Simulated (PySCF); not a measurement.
**Stationary points of PH₆⁻**

All numbers come from PySCF, PBE0, basis P def2-TZVPD, H def2-TZVPD (no relativity, density fitting).

Relaxations began from a few typed shapes. The search is not exhaustive: other isomers or separated fragments can lie lower, and high-lying points may rest on an excited occupation.

| spin | group | bonds | angles | imaginary modes (cm⁻¹) | ΔE (kJ/mol) | ΔE with ZPE (kJ/mol) |
| --- | --- | --- | --- | --- | --- | --- |
| singlet | Oh | P–H 1.500 Å (×6) | H–P–H 90.0° (×12), H–P–H 180.0° (×3) | none | 0.0 | 0.0 |
| singlet | D3h | P–H 1.523 Å (×6) | H–P–H 81.2° (×6), H–P–H 82.6° (×3), H–P–H 135.9° (×6) | 1119i | 207.5 | – |

The lowest minimum found is the singlet Oh: P–H 1.500 Å (×6); H–P–H 90.0° (×12), H–P–H 180.0° (×3).

Counting electrons, phosphorus keeps none of its valence electrons outside its bonds, so the VSEPR class is AX6 and the expected shape is octahedral (Oh), as computed.

For the lowest minimum: the lowest empty level of this anion is unbound, so it and the gap depend on the basis.
